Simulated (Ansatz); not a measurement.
**B3LYP/6-31G(d) (spherical functions) run of BH3S2 (SMILES SBS)**

What is the vertical electron affinity of BH3S2 at B3LYP/6-31G* (spherical functions)? 

The calculation is run with Ansatz 0.2.0.

37 further runs of the same task are left out: 2 that didn't finish, 35 set aside as unsound or not needed. Runs told in other sessions of the task aren't counted.

## Step 1: The system as given

BH3S2: 6 atoms, total charge 0, spin state singlet. As SMILES, `SBS`. The coordinates come from a PBE0-D4/def2-TZVP relaxation. This is one conformer, not always the lowest.

Bond lengths: S1–B2 1.783 Å, B2–S3 1.787 Å, S1–H4 1.346 Å, B2–H5 1.190 Å, S3–H6 1.342 Å. Angles: S1–B2–S3 122.5°, S1–B2–H5 116.2°, S3–B2–H5 121.4°, B2–S1–H4 98.9°, B2–S3–H6 97.3°.

## Step 2: A single-point energy at B3LYP/6-31G(d) (spherical functions)

Contents of job.yaml:

```yaml
crystal:
  periodic: [false, false, false]
  atoms:
    - {symbol: S, position_ang: [-0.819900, -0.605200, -1.516500]}
    - {symbol: B, position_ang: [0.091400, -0.453600, 0.008900]}
    - {symbol: S, position_ang: [0.333100, 1.114800, 0.829800]}
    - {symbol: H, position_ang: [-1.145600, 0.688100, -1.694600]}
    - {symbol: H, position_ang: [0.535500, -1.462200, 0.457500]}
    - {symbol: H, position_ang: [1.047600, 0.654100, 1.868800]}
basis:
  gaussian:
    orbitals: 6-31G_st_-spherical.json
hamiltonian:
  xc: {name: B3LYP}
accuracy: high
output: {orbitals: {seedname: orbitals}}
```

The basis set 6-31G* is read from a file made from the Basis Set Exchange's data (not shown).

Command:

```sh
$ ansatz run job.yaml --threads 1 --pin off --max-ram 2610MiB --events-out events.jsonl --progress --plain --runs-dir runs
```

Log:

```text
Warning: RAYON_NUM_THREADS=1 ignored (pool sized by the plan → 1); use --threads N
Functional definition: B3LYP
  name "B3LYP"
  parameter a0 = 0.2
  parameter ax = 0.72
  parameter ac = 0.81
  exchange = (1 - a0 - ax)*slater_x + ax*b88_x + a0*exact_x
  correlation = (1 - ac)*vwn_rpa_c + ac*lyp_c
1210 factors; integrals over basis functions are off by at most 4.0e-9 eV
mean field evaluation 1: about -22396.1457 eV, gradient 1.6e1 eV
mean field evaluation 2: about -22396.2715 eV, gradient 1.5e1 eV
mean field evaluation 4: about -22397.0208 eV, gradient 6.9e-1 eV
mean field evaluation 8: about -22397.1571 eV, gradient 7.6e-2 eV
mean field evaluation 16: about -22397.1572 eV, gradient 4.7e-6 eV
mean field -22397.15715119 eV, -823.0803439678 hartree, gradient 4.1e-8 eV, S^2 0.000000; 0 other end points of the search recorded, 0 dependent functions left out
reference -22397.15718534 eV, -823.0803452227 hartree; 20, 20 occupied and 36, 36 virtual orbitals, 1210 factors
Total energy: -22397.15718534 eV, -823.0803452227 hartree
```

It took 6.3 s on 1 thread of Arm Neoverse N1, shared host; peak memory 0.15 GiB.

## Step 3: The doublet anion at the same level

Contents of input.yaml:

```yaml
crystal:
  periodic: [false, false, false]
  atoms:
    - {symbol: S, position_ang: [-0.819900, -0.605200, -1.516500]}
    - {symbol: B, position_ang: [0.091400, -0.453600, 0.008900]}
    - {symbol: S, position_ang: [0.333100, 1.114800, 0.829800]}
    - {symbol: H, position_ang: [-1.145600, 0.688100, -1.694600]}
    - {symbol: H, position_ang: [0.535500, -1.462200, 0.457500]}
    - {symbol: H, position_ang: [1.047600, 0.654100, 1.868800]}
basis:
  gaussian:
    orbitals: 6-31G_st_-spherical.json
total_charge: -1
magnetization:
  spin_polarized: true
  initial_magnetization: 1
hamiltonian:
  xc: {name: B3LYP}
accuracy: high
output: {orbitals: {seedname: orbitals}}
```

The basis set 6-31G* is read from a file made from the Basis Set Exchange's data (not shown).

Command:

```sh
$ ansatz run input.yaml --threads 1 --pin off --max-ram 2610MiB --events-out events.jsonl --progress --plain --runs-dir runs
```

Log, cut to the lines that bear on the results:

```text
Warning: RAYON_NUM_THREADS=1 ignored (pool sized by the plan → 1); use --threads N
[... 7 set-up lines as earlier in the session ...]
1211 factors; integrals over basis functions are off by at most 4.0e-9 eV
mean field evaluation 1: about -22394.8522 eV, gradient 1.0e1 eV
mean field evaluation 2: about -22394.9662 eV, gradient 1.0e1 eV
mean field evaluation 4: about -22395.6263 eV, gradient 3.6e-1 eV
mean field evaluation 8: about -22395.7710 eV, gradient 6.4e-2 eV
mean field evaluation 16: about -22395.7710 eV, gradient 1.0e-4 eV
mean field evaluation 32: about -22395.0854 eV, gradient 5.3e0 eV
mean field -22395.77103357 eV, -823.0294050847 hartree, gradient 7.0e-8 eV, S^2 0.753520; 2 other end points of the search recorded, 0 dependent functions left out
reference -22395.77106747 eV, -823.0294063306 hartree; 21, 20 occupied and 35, 36 virtual orbitals, 1211 factors
Total energy: -22395.77106747 eV, -823.0294063306 hartree
```

Run time: 14 s. Hardware: 1 thread of Arm Neoverse N1, shared host; peak memory 0.23 GiB.

## Step 4: Outcome

At B3LYP/6-31G* (spherical functions):

```
                                         quantity          value
                      singlet BH3S2: total energy  -823.08035 Eh
                       singlet BH3S2: HOMO energy       -7.23 eV
                       singlet BH3S2: LUMO energy       -0.84 eV
                     singlet BH3S2: HOMO–LUMO gap        6.39 eV
                      doublet anion: total energy  -823.02941 Eh
doublet anion: HOMO energy (highest over α and β)        3.70 eV
 doublet anion: LUMO energy (lowest over α and β)        5.78 eV
                              doublet anion: ⟨S²⟩          0.754
vertical electron affinity (to the doublet anion)      -1.386 eV
```

**Reading.** The anion lies 1.39 eV (134 kJ/mol) above the neutral: the electron isn't bound at this level, and such a value depends on the basis. Without diffuse functions anions come out too high. The HOMO (doublet anion) lies at positive energy, 3.70 eV, from the functional's self-interaction, a short basis or an electron that isn't bound; only total energies against the neutral tell.
